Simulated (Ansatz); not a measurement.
Density of states of Ti (P6_3/mmc, a = 2.900 Å, b = 2.900 Å, c = 4.591 Å, α = 90.00°, β = 90.00°, γ = 120.00°), in states per eV and primitive cell, averaged over bins of 0.5 eV. Method: DFT PBEsol, scalar-relativistic, plane waves, PAW in Ansatz.

Plane waves to 420 eV, a k mesh through Γ of 18×18×10 on the computed 2-atom cell and Gaussian smearing (0.10 eV); no spin polarisation.

The cell is relaxed at this level. The states (both spins) are summed by tetrahedra on a 27×27×15 mesh at the self-consistent density. Energies are bin centres; the table starts no lower than −8 eV and ends at 6 eV, or lower where the solved bands end.

It is a metal at this level.

```csv
E − E_F (eV),total,Ti 3d,Ti 4s,Ti 3p,Ti 3s
-6.00,0.08,0.00,0.07,0.00,0.02
-5.50,0.16,0.00,0.13,0.00,0.02
-5.00,0.23,0.01,0.19,0.01,0.03
-4.50,0.31,0.02,0.25,0.01,0.03
-4.00,0.40,0.05,0.32,0.01,0.02
-3.50,0.55,0.12,0.40,0.01,0.02
-3.00,1.03,0.46,0.53,0.02,0.01
-2.50,1.86,1.26,0.56,0.02,0.01
-2.00,2.63,2.20,0.36,0.02,0.00
-1.50,2.20,1.97,0.14,0.02,0.00
-1.00,3.02,2.69,0.15,0.02,0.00
-0.50,2.68,2.38,0.13,0.02,0.00
0.00,2.31,2.09,0.07,0.01,0.00
0.50,4.01,3.66,0.15,0.01,0.01
1.00,4.82,4.36,0.19,0.01,0.01
```

The columns after the total are the Löwdin projections on the occupied valence shells of the potentials. The rest of the total lies in shells that are empty in the free atom, which aren't projected, and between the atoms.